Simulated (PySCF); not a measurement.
Molecule: 2,2,2-trifluoroethanol, C₂H₃F₃O.

Geometry (Å), atoms numbered from 1 in this order:
```xyz
9

O    -0.734   -0.876   -1.135
C    -0.682    0.127   -0.177
C     0.614    0.093    0.605
F     1.659    0.180   -0.234
F     0.684    1.120    1.454
F     0.757   -1.030    1.302
H    -0.008   -0.738   -1.754
H    -1.509   -0.026    0.532
H    -0.781    1.149   -0.593
```

Geometry PBE0-D3(BJ)/def2-SVP throughout; GIAO in PySCF 2.14.0 with density-fitted response routines, gas phase, one conformer, non-relativistic; equivalent atoms averaged; functional PBE0.

For orientation, 6-31G* gives these shifts δ (against H2O, TMS, CFCl3 at the same level): O1 0.5, C3 122.9, C2 61.1, F4/F5/F6 -92.9, H8/H9 3.62, H7 0.19 ppm.

A run gave: O1 14.7, C3 131.2, C2 64.0, F4/F5/F6 -89.0, H8/H9 3.69, H7 0.58 ppm (shifts δ (against H2O, TMS, CFCl3 at the same level)).

Question: Which basis set was used in that run?
A. def2-SVP
B. cc-pVDZ
C. IGLO-III
D. cc-pVTZ
E. 6-311+G(2d,p)

Answer: D. C3 tells them apart best: cc-pVTZ gives 131.2, 6-311+G(2d,p) gives 128.5, def2-SVP gives 127.3, IGLO-III gives 133.3, cc-pVDZ gives 126.6 ppm.
